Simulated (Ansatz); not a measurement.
# CH₂Si (singlet): from Hartree-Fock to the top rungs at distance Si1–C2 = 4.487 Å, cc-pVTZ

The task here is to estimate one member of a computed series from the others.

The runs use Ansatz 0.2.0, Gaussian basis; cc-pVTZ, core rule «outside noble gas», up to 6 orbitals frozen.

The runs, in order: UHF; CCSD(T) on RHF; CCSD(T) on UHF; BCCD(T) on RHF; CCSDT(Q) on RHF; CCSDT(Q) on UHF; CASSCF and NEVPT2, 2 electrons in 2 orbitals; CASSCF and NEVPT2, 10 electrons in 10 orbitals.

### The system

The geometry derives from a PBE0/def2-TZVP stationary point (not a proven minimum). One bond is set to the value named and the two fragments are kept rigid.

4 atoms, charge 0, spin multiplicity 1.

Atoms are counted from 1 here; the program's logs count them from 0.

Bond lengths: C2–H3 1.090 Å, C2–H4 1.090 Å. Angles: H3–C2–H4 113.0°.

Set-up of the first run:

in.yaml reads:

```yaml
crystal:
  periodic: [false, false, false]
  atoms:
    - {symbol: Si, position_ang: [0.000000, 0.000000, 3.666034]}
    - {symbol: C, position_ang: [0.000000, 0.000000, -0.820966]}
    - {symbol: H, position_ang: [0.000000, -0.909276, -1.422534]}
    - {symbol: H, position_ang: [0.000000, 0.909276, -1.422534]}
basis:
  gaussian: {orbitals: cc-pVTZ}
magnetization: {spin_polarized: true, initial_magnetization: 0}
hamiltonian: {xc: hf}
output: {orbitals: {seedname: orbitals}}
```

Started as:

```bash
$ ansatz run in.yaml --threads 1 --pin off --events-out ev --progress --plain --max-ram 2816MiB --backend cpu
```

Steps of the session up to this table: UHF; CCSD(T) on RHF; CCSD(T) on UHF; BCCD(T) on RHF; CCSDT(Q) on RHF; CCSDT(Q) on UHF; CASSCF and NEVPT2, 2 electrons in 2 orbitals; CASSCF and NEVPT2, 10 electrons in 10 orbitals.

One table of the session follows, with a row left open; its other results are not shown here.

| method | from RCCSDT(Q) (kJ/mol) |
| --- | --- |
| RHF | +727.9 |
| UHF | +465.4 |
| RMP2 | +181.3 |
| UMP2 | +8.4 |
| RCCSD | +36.6 |
| UCCSD | -88.8 |
| RCCSD(T) | +12.3 |
| UCCSD(T) | -104.4 |
| BCCD(T) | +12.3 |
| RCCSDT | +1.7 |
| UCCSDT | -107.6 |
| RCCSDT(Q) | 0 |
| UCCSDT(Q) | -108.0 |
| CASSCF pair | ? |
| NEVPT2 pair | +127.3 |
| CASSCF valence | +350.2 |
| NEVPT2 valence | +1.0 |

Estimate the missing values for CASSCF pair.

**Answer.** from RCCSDT(Q) (kJ/mol): +673.0. In the column «from RCCSDT(Q) (kJ/mol)» it lies between UHF (+465.4) and RHF (+727.9).

Limits of these values: The determinant of CCSD(T) (⟨S²⟩ 2.03) is far from a pure spin state, so its energy mixes those of several spin states; high orders of coupled cluster remove much of that, low ones don't. The report flags that the cluster equations may have other roots. The determinant of CCSDT(Q) (⟨S²⟩ 2.03) is far from a pure spin state, so its energy mixes those of several spin states; high orders of coupled cluster remove much of that, low ones don't. The program flags RCCSDT(Q) as in doubt, so the zero of the table is itself unsure. Warnings: restricted reference is unstable; spin contamination. Restricted and unrestricted rows rest on different reference determinants; a gap between their highest levels can come from leftover correlation error, from unlike frozen cores or from another state.
